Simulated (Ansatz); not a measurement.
Born–Oppenheimer molecular dynamics of CH2S (4 atoms, charge 0, multiplicity 1). It starts from a relaxed structure.

All numbers below come from UKS PBE0-D4/def2-SVP (Ansatz 0.2.0).

```yaml
ensemble: NVT, Nosé–Hoover chain
time_step: 0.5 fs
steps_asked: 300
set_temperature: 2000 K
thermostat: time constant 20 fs, chain length 5
seed: 219206
```

Frames 2.5 fs apart, positions in Å, forces in eV/Å.

Velocities at 45.0 fs (Å/ps):

```
C 0.05 5.22 7.18
S 1.79 -0.02 0.69
H -28.73 -24.94 13.85
H -28.73 -36.73 -121.32
```

```xyz
4
Properties=species:S:1:pos:R:3:forces:R:3 time_fs=45.0 energy_less_start_eV=0.346 T=3958
C -0.074 -0.091 -0.054 0.89 2.14 4.06
S 1.331 0.451 0.548 -0.20 -0.62 -0.31
H -0.970 0.012 0.561 -0.29 -0.63 0.42
H -0.291 -0.149 -1.036 -0.40 -0.89 -4.17
4
Properties=species:S:1:pos:R:3:forces:R:3 time_fs=47.5 energy_less_start_eV=0.736 T=2624
C -0.075 -0.074 -0.035 -1.67 0.58 -2.89
S 1.336 0.450 0.550 -0.54 -0.52 -0.38
H -1.034 -0.068 0.596 1.17 -0.36 -0.73
H -0.352 -0.255 -1.341 1.04 0.30 3.99
4
Properties=species:S:1:pos:R:3:forces:R:3 time_fs=50.0 energy_less_start_eV=1.201 T=839
C -0.083 -0.053 -0.028 -1.09 -0.50 -3.11
S 1.339 0.448 0.550 -0.95 -0.42 -0.47
H -1.037 -0.169 0.593 1.12 0.06 -0.71
H -0.356 -0.347 -1.440 0.93 0.86 4.29
4
Properties=species:S:1:pos:R:3:forces:R:3 time_fs=52.5 energy_less_start_eV=0.548 T=3383
C -0.096 -0.035 -0.037 0.70 -1.25 -3.54
S 1.340 0.446 0.550 -1.14 -0.21 -0.47
H -0.979 -0.269 0.553 -0.32 0.20 0.46
H -0.305 -0.388 -1.284 0.77 1.27 3.55
4
Properties=species:S:1:pos:R:3:forces:R:3 time_fs=55.0 energy_less_start_eV=0.592 T=3137
C -0.106 -0.022 -0.061 2.43 1.20 6.27
S 1.340 0.443 0.549 -1.21 0.03 -0.47
H -0.935 -0.357 0.538 -0.76 0.45 1.00
H -0.212 -0.366 -0.957 -0.46 -1.68 -6.80
4
Properties=species:S:1:pos:R:3:forces:R:3 time_fs=57.5 energy_less_start_eV=0.406 T=3801
C -0.105 -0.004 -0.057 0.97 -0.87 3.67
S 1.337 0.441 0.547 -0.76 0.41 -0.16
H -0.931 -0.416 0.573 0.08 1.04 0.04
H -0.137 -0.437 -0.982 -0.29 -0.59 -3.56
4
Properties=species:S:1:pos:R:3:forces:R:3 time_fs=60.0 energy_less_start_eV=0.936 T=1732
C -0.098 0.011 -0.032 0.40 -3.93 -3.06
S 1.333 0.439 0.545 -0.13 0.69 0.20
H -0.924 -0.415 0.613 0.28 1.05 -0.56
H -0.089 -0.556 -1.254 -0.55 2.19 3.42
4
Properties=species:S:1:pos:R:3:forces:R:3 time_fs=62.5 energy_less_start_eV=1.250 T=497
C -0.089 0.007 -0.020 0.68 -3.31 -3.99
S 1.328 0.438 0.543 0.42 0.78 0.41
H -0.906 -0.354 0.623 -0.42 0.52 -0.27
H -0.072 -0.553 -1.344 -0.68 2.00 3.85
4
Properties=species:S:1:pos:R:3:forces:R:3 time_fs=65.0 energy_less_start_eV=0.405 T=3732
C -0.077 -0.013 -0.029 0.31 -2.27 -3.64
S 1.325 0.439 0.542 1.02 0.76 0.61
H -0.912 -0.262 0.617 -0.77 0.19 0.05
H -0.096 -0.432 -1.207 -0.57 1.31 2.98
4
Properties=species:S:1:pos:R:3:forces:R:3 time_fs=67.5 energy_less_start_eV=0.728 T=2381
C -0.064 -0.043 -0.050 -0.21 1.78 9.34
S 1.323 0.441 0.543 1.11 0.40 0.47
H -0.955 -0.158 0.610 0.25 0.02 -0.40
H -0.154 -0.251 -0.951 -1.14 -2.20 -9.41
4
Properties=species:S:1:pos:R:3:forces:R:3 time_fs=70.0 energy_less_start_eV=0.106 T=4586
C -0.053 -0.067 -0.038 -2.01 0.86 0.26
S 1.324 0.444 0.544 1.29 0.08 0.44
H -0.988 -0.058 0.583 0.55 -0.46 -0.19
H -0.271 -0.158 -1.101 0.18 -0.48 -0.52
4
Properties=species:S:1:pos:R:3:forces:R:3 time_fs=72.5 energy_less_start_eV=0.945 T=1195
C -0.051 -0.085 -0.019 -2.28 1.40 -4.39
S 1.326 0.447 0.545 0.96 -0.24 0.25
H -0.991 0.014 0.547 0.03 -0.71 0.24
H -0.382 -0.113 -1.352 1.30 -0.44 3.90
```

Of the whole run (150 fs, mean temperature of the second half 1283 K): The conserved energy wandered by up to 8.3 meV per atom (net 0.1 meV per atom), which is poor conservation. The mean temperature of the second half is 36 % below the set value. A run of 0.15 ps of so small a system gives no equilibrium averages.

Run time: 4.8 min on 1 thread of Arm Neoverse V2 (shared host), peak memory 0.096 GiB.
